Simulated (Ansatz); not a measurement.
System: zinc-blende AlP. Method: HSE06 in Ansatz (PAW).

Total energies, extrapolated to zero smearing (they compare only within this program, potentials and cutoff; free atoms with spin allowed, lowest state found):

| system | energy (eV/atom) |
|---|---|
| zinc-blende AlP, relaxed | -647.7234 |
| free Al atom | -534.4206 |
| free P atom | -752.7844 |

Task: Work out the cohesive energy per atom.

Result: E_coh = [1 × (-534.4206) + 1 × (-752.7844)]/2 − (-647.7234) = 4.12 eV/atom. The reference value is 4.32 eV/atom (measured, static lattice: zero-point vibration energy added, sources range from 4.20 to 4.32; as tabulated in Mejia-Rodriguez and Trickey (2018), arXiv:1807.09216), a difference of -0.20 eV/atom.

The PAW data were made under PBE.

Ansatz is a program for electronic structure.
